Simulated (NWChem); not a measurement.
System: methanethiol (CH₄S); SMILES CS

Parts of the log:

```
             Northwest Computational Chemistry Package (NWChem) 7.3.0
             --------------------------------------------------------

 CS  symmetry detected

                             Geometry "geometry" -> ""
                             -------------------------

 Output coordinates in angstroms (scale by  1.889725989 to convert to a.u.)

  No.       Tag          Charge          X              Y              Z
 ---- ---------------- ---------- -------------- -------------- --------------
    1 C                    6.0000     0.01180970     1.14875612     0.00000000
    2 S                   16.0000     0.06855391    -0.66254969     0.00000000
    3 H                    1.0000    -0.47944480     1.54451116     0.89986300
    4 H                    1.0000     1.05671955     1.48843237     0.00000000
    5 H                    1.0000    -0.47944480     1.54451116    -0.89986300
    6 H                    1.0000    -1.26555065    -0.86919632     0.00000000

 Effective nuclear repulsion energy (a.u.)      56.2440185353

      Symmetry information
      --------------------

 Group name             Cs
 Group number              2
 Group order               2
 No. of unique centers     5

                                 NWChem DFT Module
                                 -----------------

 Summary of "ao basis" -> "ao basis" (spherical)
 ------------------------------------------------------------------------------
       Tag                 Description            Shells   Functions and Types
 ---------------- ------------------------------  ------  ---------------------
 C                          cc-pvqz                 15       55   5s4p3d2f1g
 S                          cc-pvqz                 17       59   6s5p3d2f1g
 H                          cc-pvqz                 10       30   4s3p2d1f

      Symmetry analysis of basis
      --------------------------

        a'        143
        a"         91

            General Information
            -------------------
          SCF calculation type: DFT
          Wavefunction type:  closed shell.
          No. of atoms     :     6
          No. of electrons :    26
           Alpha electrons :    13
            Beta electrons :    13
          Charge           :     0
          Spin multiplicity:     1
          Use of symmetry is: on ; symmetry adaption is: on
          Maximum number of iterations: 150
          AO basis - number of functions:   234
                     number of shells:    72
          Convergence on energy requested:  1.00D-06
          Convergence on density requested:  1.00D-05
          Convergence on gradient requested:  5.00D-04

              XC Information
              --------------
                         PBE0 Method XC Functional
                     Hartree-Fock (Exact) Exchange  0.250
          PerdewBurkeErnzerhof Exchange Functional  0.750
            Perdew 1991 LDA Correlation Functional  1.000 local
           PerdewBurkeErnz. Correlation Functional  1.000 non-local

             Grid Information
             ----------------
          Grid used for XC integration:  medium
          Radial quadrature: Mura-Knowles
          Angular quadrature: Lebedev.
          Tag              B.-S. Rad. Rad. Pts. Rad. Cut. Ang. Pts.
          ---              ---------- --------- --------- ---------
          C                   0.70       49           9.0       434
          S                   1.00       88           9.0       590
          H                   0.35       45          10.0       434
          Grid pruning is: on
          Number of quadrature shells:   272
          Spatial weights used:  Erf1

      Superposition of Atomic Density Guess
      -------------------------------------

 Sum of atomic energies:        -437.16155995

      Non-variational initial energy
      ------------------------------

 Total energy =    -438.005728
 1-e energy   =    -713.092298
 2-e energy   =     218.842552
 HOMO         =      -0.287034
 LUMO         =       0.036077

      Symmetry analysis of molecular orbitals - initial
      -------------------------------------------------

  Numbering of irreducible representations:

     1 a'          2 a"

  Orbital symmetries:

     1 a'          2 a'          3 a'          4 a'          5 a'
     6 a"          7 a'          8 a'          9 a'         10 a"
    11 a'         12 a'         13 a"         14 a'         15 a'
    16 a'         17 a'         18 a"         19 a'         20 a'
    21 a'         22 a"         23 a'

------------------------------------------------------------
EAF file 0: "./job.aoints.0" size=1115160576 bytes
------------------------------------------------------------
               write      read    awrite     aread      wait
               -----      ----    ------     -----      ----
     calls:     2127         0         0         0         0
   data(b): 1.12e+09  0.00e+00  0.00e+00  0.00e+00
   time(s): 0.00e+00  0.00e+00  0.00e+00  0.00e+00  0.00e+00
rate(mb/s): 0.00e+00  0.00e+00
------------------------------------------------------------

     ---------------------------------------------
      Total Density - Mulliken Population Analysis
     ---------------------------------------------

    Atom       Charge   Shell Charges
 -----------   ------   -------------------------------------------------------
    1 C    6     6.39   1.98 -0.02  0.33  0.83  0.23  0.25  0.91  1.40  0.40  0.00  0.02  0.05  0.00  0.01  0.00
    2 S   16    16.23   2.00  1.95 -0.02  0.37  1.07  0.43  5.97  0.09  1.31  2.19  0.79  0.03  0.03  0.01  0.01  0.00  0.00
    3 H    1     0.85   0.06  0.28  0.38  0.09  0.00  0.01  0.02  0.00  0.00  0.00
    4 H    1     0.84   0.06  0.28  0.38  0.09  0.00  0.01  0.02  0.00  0.00  0.00
    5 H    1     0.85   0.06  0.28  0.38  0.09  0.00  0.01  0.02  0.00  0.00  0.00
    6 H    1     0.83   0.05  0.23  0.40  0.10  0.00  0.01  0.03  0.00  0.00  0.00

   convergence    iter        energy       DeltaE   RMS-Dens  Diis-err
 ---------------- ----- ----------------- --------- --------- ---------
 d= 0,ls=0.0,diis     1   -438.5270132547 -4.95D+02  1.93D-03  3.85D-01
 d= 0,ls=0.0,diis     2   -438.5412280124 -1.42D-02  8.24D-04  5.33D-02
 d= 0,ls=0.0,diis     3   -438.5440927203 -2.86D-03  3.49D-04  3.10D-02
 d= 0,ls=0.0,diis     4   -438.5481324222 -4.04D-03  5.45D-05  5.09D-04
 d= 0,ls=0.0,diis     5   -438.5481986782 -6.63D-05  1.39D-05  2.82D-05
  Resetting Diis
 d= 0,ls=0.0,diis     6   -438.5482026718 -3.99D-06  3.06D-06  1.25D-06
 d= 0,ls=0.0,diis     7   -438.5482028279 -1.56D-07  1.27D-06  6.40D-08

         Total DFT energy =     -438.548202827942
      One electron energy =     -715.239176187086
           Coulomb energy =      252.824755034681
    Exchange-Corr. energy =      -32.377800210874
 Nuclear repulsion energy =       56.244018535336

 Numeric. integr. density =       26.000000895922

                  Occupations of the irreducible representations
                  ----------------------------------------------

                     irrep           alpha         beta
                     --------     --------     --------
                     a'               10.0         10.0
                     a"                3.0          3.0

                       DFT Final Molecular Orbital Analysis
                       ------------------------------------

 Vector   11  Occ=2.000000D+00  E=-4.033671D-01  Symmetry=a'
              MO Center=  4.7D-02,  4.6D-01, -1.2D-15, r^2= 2.2D+00
   Bfn.  Coefficient  Atom+Function         Bfn.  Coefficient  Atom+Function
  ----- ------------  ---------------      ----- ------------  ---------------
    72     -0.197636  2 S  py                13      0.186239  1 C  py
    69     -0.183789  2 S  py               147      0.181044  4 H  s
    12      0.159860  1 C  px               207      0.154591  6 H  s
    10      0.142302  1 C  py               146      0.140448  4 H  s
     9      0.130959  1 C  px                66     -0.126872  2 S  py

 Vector   12  Occ=2.000000D+00  E=-3.461123D-01  Symmetry=a'
              MO Center=  8.1D-02, -3.8D-01, -1.1D-12, r^2= 2.2D+00
   Bfn.  Coefficient  Atom+Function         Bfn.  Coefficient  Atom+Function
  ----- ------------  ---------------      ----- ------------  ---------------
    71      0.254988  2 S  px                60      0.247038  2 S  s
    72     -0.231571  2 S  py                61      0.217747  2 S  s
    68      0.205473  2 S  px                58      0.185670  2 S  s
    69     -0.174317  2 S  py               207     -0.154702  6 H  s
    65      0.150792  2 S  px                66     -0.130250  2 S  py

 Vector   13  Occ=2.000000D+00  E=-2.507444D-01  Symmetry=a"
              MO Center=  2.0D-03, -5.0D-01,  1.2D-12, r^2= 1.9D+00
   Bfn.  Coefficient  Atom+Function         Bfn.  Coefficient  Atom+Function
  ----- ------------  ---------------      ----- ------------  ---------------
    73      0.472561  2 S  pz                70      0.335734  2 S  pz
    76      0.305605  2 S  pz                67      0.263740  2 S  pz
   117     -0.081627  3 H  s                177      0.081627  5 H  s
    14     -0.069394  1 C  pz                11     -0.059292  1 C  pz
   116     -0.058116  3 H  s                176      0.058116  5 H  s

 Vector   14  Occ=0.000000D+00  E= 9.434242D-03  Symmetry=a'
              MO Center= -3.0D-01,  2.5D-01, -6.2D-14, r^2= 5.8D+00
   Bfn.  Coefficient  Atom+Function         Bfn.  Coefficient  Atom+Function
  ----- ------------  ---------------      ----- ------------  ---------------
     5      2.984242  1 C  s                208     -1.138241  6 H  s
     4      1.040808  1 C  s                118     -0.785671  3 H  s
   178     -0.785671  5 H  s                148     -0.738074  4 H  s
    74     -0.734074  2 S  px               207     -0.621460  6 H  s
   147     -0.609509  4 H  s                 75     -0.590407  2 S  py

 Vector   15  Occ=0.000000D+00  E= 3.953158D-02  Symmetry=a'
              MO Center= -5.2D-01, -4.4D-01,  3.8D-16, r^2= 6.0D+00
   Bfn.  Coefficient  Atom+Function         Bfn.  Coefficient  Atom+Function
  ----- ------------  ---------------      ----- ------------  ---------------
    61      2.891294  2 S  s                  5     -2.209300  1 C  s
   208     -1.379498  6 H  s                 75      1.076209  2 S  py
    16      1.061669  1 C  py                74     -0.720116  2 S  px
    72      0.532871  2 S  py                13      0.453567  1 C  py
    71     -0.412431  2 S  px               207     -0.408729  6 H  s

 Vector   16  Occ=0.000000D+00  E= 7.235580D-02  Symmetry=a'
              MO Center=  2.7D-02,  5.5D-01,  7.6D-16, r^2= 6.2D+00
   Bfn.  Coefficient  Atom+Function         Bfn.  Coefficient  Atom+Function
  ----- ------------  ---------------      ----- ------------  ---------------
     5      2.511911  1 C  s                118     -1.367479  3 H  s
   178     -1.367479  5 H  s                 16      1.218042  1 C  py
   148     -1.152961  4 H  s                 75      0.942765  2 S  py
     4      0.821475  1 C  s                117     -0.729449  3 H  s
   177     -0.729449  5 H  s                 13      0.689244  1 C  py

------------------------------------------------------------
EAF file 0: "./job.aoints.0" size=1450180608 bytes
------------------------------------------------------------
               write      read    awrite     aread      wait
               -----      ----    ------     -----      ----
     calls:     2766         6         0     16590     16590
   data(b): 1.45e+09  3.15e+06  0.00e+00  8.70e+09
   time(s): 0.00e+00  0.00e+00  0.00e+00  0.00e+00  0.00e+00
rate(mb/s): 0.00e+00  0.00e+00
------------------------------------------------------------

     ---------------------------------------------
      Total Density - Mulliken Population Analysis
     ---------------------------------------------

    Atom       Charge   Shell Charges
 -----------   ------   -------------------------------------------------------
    1 C    6     6.40   2.01 -0.06  0.31  0.83  0.20  0.29  0.94  1.43  0.36  0.00  0.02  0.05  0.00  0.01  0.00
    2 S   16    16.06   2.01  1.87  0.05  0.39  1.07  0.41  6.01  0.05  1.32  2.05  0.73  0.04  0.04  0.01  0.01  0.00  0.00
    3 H    1     0.87   0.07  0.31  0.37  0.07  0.00  0.01  0.02  0.00  0.00  0.00
    4 H    1     0.86   0.07  0.31  0.38  0.07  0.00  0.01  0.02  0.00  0.00  0.00
    5 H    1     0.87   0.07  0.31  0.37  0.07  0.00  0.01  0.02  0.00  0.00  0.00
    6 H    1     0.94   0.06  0.29  0.44  0.08  0.00  0.02  0.04  0.00  0.00  0.00

     -------------------------------------------
      Total Density - Lowdin Population Analysis
     -------------------------------------------

    Atom       Charge   Shell Charges
 -----------   ------   -------------------------------------------------------
    1 C    6     5.93   1.09  0.85  0.20  0.29  0.20  0.28  0.79  1.12  0.60  0.00  0.08  0.37  0.00  0.07  0.00
    2 S   16    15.49   1.98  1.03  0.89  0.40  0.57  0.39  3.07  2.75  1.47  1.74  0.86  0.19  0.05  0.01  0.08  0.00  0.01
    3 H    1     1.11   0.08  0.29  0.32  0.13  0.00  0.04  0.17  0.00  0.07  0.01
    4 H    1     1.10   0.08  0.28  0.31  0.13  0.00  0.04  0.17  0.00  0.07  0.01
    5 H    1     1.11   0.08  0.29  0.32  0.13  0.00  0.04  0.17  0.00  0.07  0.01
    6 H    1     1.26   0.07  0.27  0.36  0.17  0.00  0.04  0.25  0.00  0.08  0.01

     Multipole analysis of the density
     ---------------------------------

     L   x y z        total         alpha         beta         nuclear
     -   - - -        -----         -----         ----         -------
     0   0 0 0     -0.000000    -13.000000    -13.000000     26.000000

     1   1 0 0     -0.298970     -0.149485     -0.149485      0.000000
     1   0 1 0      0.537110      0.268555      0.268555     -0.000000
     1   0 0 1     -0.000000     -0.000000     -0.000000      0.000000

     2   2 0 0    -14.295162    -12.957775    -12.957775     11.620387
     2   1 1 0      0.944106     -0.503785     -0.503785      1.951675
     2   1 0 1      0.000000      0.000000      0.000000      0.000000
     2   0 2 0    -15.022144    -48.012941    -48.012941     81.003737
     2   0 1 1      0.000000      0.000000      0.000000      0.000000
     2   0 0 2    -16.740303    -11.261833    -11.261833      5.783363
```

Level: PBE0/cc-pVQZ. The geometry was optimised at PBE0/def2-SVP.

### Question
Which NWChem input produces such a log?

### Answer
Several could match; the one computed here: the input that was run:
```
start job
memory heap 200 mb stack 900 mb global 1100 mb
geometry units angstroms noautoz
  C      0.007372     1.144073     0.000000
  S      0.073678    -0.666908     0.000000
  H     -0.485965     1.537229     0.899863
  H      1.050474     1.489261     0.000000
  H     -0.485965     1.537229    -0.899863
  H     -1.259317    -0.880595     0.000000
end
basis spherical
  C library cc-pvqz
  S library cc-pvqz
  H library cc-pvqz
end
dft
  xc pbe0
  iterations 150
  semidirect filesize 400000000
  mulliken
end
task dft energy
```
